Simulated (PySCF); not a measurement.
Vibration and rotation of ClF

PBE0 constants of ClF, ¹Σ⁺ (singlet), closed shell (Cl def2-TZVP, F def2-TZVP; no relativity (PySCF 2.14); masses 34.9689 and 18.9984 u):

```
ωe              : 825.8 cm⁻¹
ωexe            : 3.8 cm⁻¹
Be              : 0.52201 cm⁻¹
αe              : 0.00375 cm⁻¹
D (centrifugal) : 8.34e-07 cm⁻¹
De to Cl + F    : 2.62 eV
```

(1) Give the band origin of the fundamental and the first lines of its P and R branches.

(2) Near which J would the R branch turn back, without centrifugal distortion?

Answers

(1) ν0 = ωe − 2ωexe = 818.2 cm⁻¹, B0 = 0.52014, B1 = 0.51638 cm⁻¹.

```tsv
J″	P(J″) − ν0	R(J″) − ν0
0		1.033
1	-1.040	2.058
2	-2.088	3.076
3	-3.143	4.086
4	-4.206	5.088
5	-5.276	6.083
6	-6.353	7.071
```

(2) At J ≈ (B0 + B1)/(2(B0 − B1)) − 1 ≈ 140.
